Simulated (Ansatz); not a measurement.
Mulliken charges of C₂H₄O₃, SMILES `O=COCO` from B3LYP/def2-TZVPP in Ansatz (PBE0-D4/def2-TZVP geometry).

```csv
atom,x (Å),y (Å),z (Å),charge (e)
O1,0.688,0.646,1.435,-0.338
C2,1.174,0.688,0.338,0.225
O3,0.682,0.099,-0.744,-0.242
C4,-0.519,-0.669,-0.511,0.115
O5,-1.585,0.114,-0.152,-0.325
H6,2.098,1.228,0.088,0.113
H7,-0.737,-1.129,-1.472,0.124
H8,-0.276,-1.425,0.243,0.117
H9,-1.436,0.401,0.757,0.212
```

Problem. By hand: the dipole of these point charges (1 e Å = 4.8032 D).

Solution. Σ q r = (0.131, -0.284, -0.222) e Å, of length 0.384 e Å = 1.84 D.

Problem. How does the dipole of the full density compare? (An estimate is asked.)

Solution. The calculation gave: (0.188, -0.170, -0.137) e Å, 1.38 D; the point charges give 1.33 times that, at 21° from its direction.

Point charges leave out the atoms' own dipoles, such as those of lone pairs, and Mulliken's split depends on the basis, so the two needn't agree.

B3LYP here is the variant with VWN-RPA as its local correlation; programs differ in this.
